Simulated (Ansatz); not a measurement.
Input for Ansatz (development build ahead of 0.2.0):

```yaml
crystal:
  periodic: [false, false, false]
  atoms:
    - { symbol: H, position_ang: [0.0, 0.15359, -1.22042] }
    - { symbol: S, position_ang: [0.0, -0.70219, -0.15741] }
    - { symbol: S, position_ang: [0.0, 0.5486, 1.37783] }
basis:
  gaussian: { orbitals: def2-SVP }
magnetization:
  spin_polarized: true
  initial_magnetization: 1
hamiltonian:
  xc: hf
correlation:
  method: ccsd_t
  frozen_orbitals: { H: 0, S: 5 }
scf:
  omitted_lower_state_checks: [starts, atomic_configurations, cluster_reference, orbital_swaps, given_window_search, neighbouring_geometries, increment]
```

The input is written out in the form of the current development build from the run's settings.

Results

| Quantity | Value |
| --- | --- |
| Converged | yes |
| Reference energy | -795.37393 hartree |
| Correlation energy | -0.28056 hartree |
| Total energy | -795.65449 hartree |
| Stability test | minimum |
